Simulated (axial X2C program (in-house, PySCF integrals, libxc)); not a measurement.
# A two-component session on PH⁺: EOM-IP-CCSD levels

Aim: EOM-IP-CCSD levels of PH⁺, with spin–orbit coupling in the Hamiltonian from the start.

Method: two-component X2C with atomic mean-field terms, P dyall-v3z, H dyall-v3z; program: an in-house X2C program for linear molecules on PySCF integrals.

All values are calculated.

### Step 1. Input

task.json

```json
{"zs": [15, 1], "q": 1, "bas": ["dyall-v3z", "dyall-v3z"], "r0": 1.43, "eom": "ip", "rq": 0, "thr": -2.0, "nmax": 95, "grid": [1, 0.96, 1.045, 0.92, 1.09, 1.15]}
```

Keys: zs atomic numbers; q charge; bas basis sets; r0 starting distance in Å; eom kind of EOM run; thr threshold in hartree for freezing inner shells (an s shell follows its p shell); nmax most natural virtual spinors; grid distances as factors.

Started as:

```console
$ python soeom.py task.json out
```

Further steps of the session: EOM-IP-CCSD at 1.432 Å.

Q: Predict the outcome of this session. Wanted: next root led by one particle; T1 of the reference; lowest state, Re and ωe.

The runs gave:

```
                     quantity                             value
       lowest root at 1.432 Å                 Ω = 1/2, 9.766 eV
next root led by one particle  Ω = 1/2, about 20280 cm⁻¹ higher
          T1 of the reference                             0.012
      lowest state, Re and ωe                1.427 Å, 2405 cm⁻¹
```

What this shows: Removing an electron from the reference determinant of PH costs 9.77 eV and empties a spinor of 95% P pπ. The closed-shell reference lies 1.07 eV above the lowest determinant found, so these energies count from an excited configuration. Errors of 0.1 to 0.3 eV are usual at this size, and roots led by higher excitations are left out, so the list is incomplete, and low states of that kind can be missing. T1 or the largest double amplitude of the reference is raised, which lowers the reliability.
